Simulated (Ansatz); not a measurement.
Input file:

```yaml
crystal:
  periodic: [false, false, false]
  atoms:
    - {symbol: B, position_ang: [0.000000, 0.000000, -0.570858]}
    - {symbol: B, position_ang: [0.000000, 0.000000, -2.091285]}
    - {symbol: H, position_ang: [0.000000, 0.000000, 2.662142]}
basis:
  gaussian: {orbitals: 6-31G}
magnetization: {spin_polarized: true, initial_magnetization: 3}
correlation: {method: ccsdtq, electrons: outside_noble_gas}
```

```sh
$ ansatz run in.yaml --threads 1 --pin off --events-out ev --progress --plain --max-ram 2393MiB
```

Output:

```
440 factors; integrals over basis functions are off by at most 1.1e-7 eV
mean field evaluation 1: about -1347.6466 eV, gradient 6.5e0 eV
mean field evaluation 2: about -1347.6543 eV, gradient 6.5e0 eV
mean field evaluation 4: about -1348.4274 eV, gradient 1.4e0 eV
mean field evaluation 8: about -1348.3957 eV, gradient 8.3e-2 eV
mean field evaluation 16: about -1350.2866 eV, gradient 2.6e-6 eV
mean field evaluation 32: about -1348.4805 eV, gradient 1.4e0 eV
mean field evaluation 64: about -1351.0128 eV, gradient 9.2e-5 eV
mean field evaluation 96: about -1350.2866 eV, gradient 2.3e-6 eV
mean field evaluation 128: about -1350.2824 eV, gradient 4.7e-1 eV
mean field evaluation 160: about -1350.2866 eV, gradient 1.2e-3 eV
...
cycle   4  -1.89215684 eV  change    5.8e-8 eV  update   3.3e-7
cycle   5  -1.89215665 eV  change    2.0e-7 eV  update   3.3e-7
cycle   6  -1.89215643 eV  change    2.2e-7 eV  update   3.2e-7
cycle   7  -1.89215633 eV  change    1.0e-7 eV  update   2.9e-7
cycle   8  -1.89215618 eV  change    1.5e-7 eV  update   2.7e-7
cycle   9  -1.89215584 eV  change    3.4e-7 eV  update   2.5e-7
cycle  10  -1.89215528 eV  change    5.6e-7 eV  update   2.4e-7
cycle  11  -1.89215468 eV  change    6.1e-7 eV  update   2.2e-7
cycle  12  -1.89215421 eV  change    4.7e-7 eV  update   2.0e-7
cycle  13  -1.89215406 eV  change    1.4e-7 eV  update   1.4e-7
Total energy: -1352.90494924 eV, -49.7183398526 hartree
```

For the same geometry and basis full CI lies 0.4 meV lower.

Ran on 1 thread of Intel Xeon, shared host: 70 s wall, 0.18 GiB peak host memory.
